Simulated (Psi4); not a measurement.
This Psi4 input (PBE0/aug-cc-pVTZ) gives -116.51561 Eh with 230 basis functions.

```
memory 8100 MB

molecule {
0 1
C    -0.00541272    0.00514807    0.86088345
C    -0.00020344   -0.64634739   -0.49579893
C     0.00648613    0.64037189   -0.50345144
H     0.90225350    0.00400638    1.46236727
H    -0.92057007    0.01341463    1.45085018
H    -0.00162276   -1.57792247   -1.03216063
H     0.01471952    1.56546606   -1.05085530
}

set {
  basis aug-cc-pvtz
  scf_type df
}

energy('pbe0')
print_variables()
```

Change:
```diff
- basis aug-cc-pvtz
+ basis def2-svpd
```

Task: What does the run give now?

Result: -116.39655 Eh (PBE0/def2-SVPD, 92 functions), a change of +119.06 mEh.
